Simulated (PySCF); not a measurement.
**How the method moves the gas-phase deprotonation enthalpies of `N[SiH3]` (H5NSi)**

Numbering: `[NH2:1][SiH3:2]`

All levels share the PBE0-D3(BJ)/ma-def2-SVP structures and the PBE0-D3(BJ)/ma-def2-SVP thermal terms; only the single-point energies (PySCF) change. Values are gas-phase deprotonation enthalpies (298 K, kJ/mol).

Measured (NIST Chemistry WebBook): deprotonation enthalpy (ΔH) 1571 kJ/mol.

| level | N1 | Si2 | time |
| --- | --- | --- | --- |
| MP2/ma-def2-TZVP | 1566 | 1599 | 6 s |
| CCSD(T)/ma-def2-TZVP | 1576 | 1597 | 55 s |
| M06-2X/ma-def2-TZVP | 1577 | 1591 | – |
| HF/ma-def2-TZVP | 1615 | 1630 | 1.6 s |

Times are wall times for all single points of a level on 1 thread of Intel Xeon Platinum 8259CL @ 2.50GHz, a shared host; the dash marks the run that also made the structures.

Hartree-Fock leaves out electron correlation, so its deprotonation energies can be off by tens of kJ/mol.

The widest spread is that of N1: 49 kJ/mol, from 1566 to 1615.
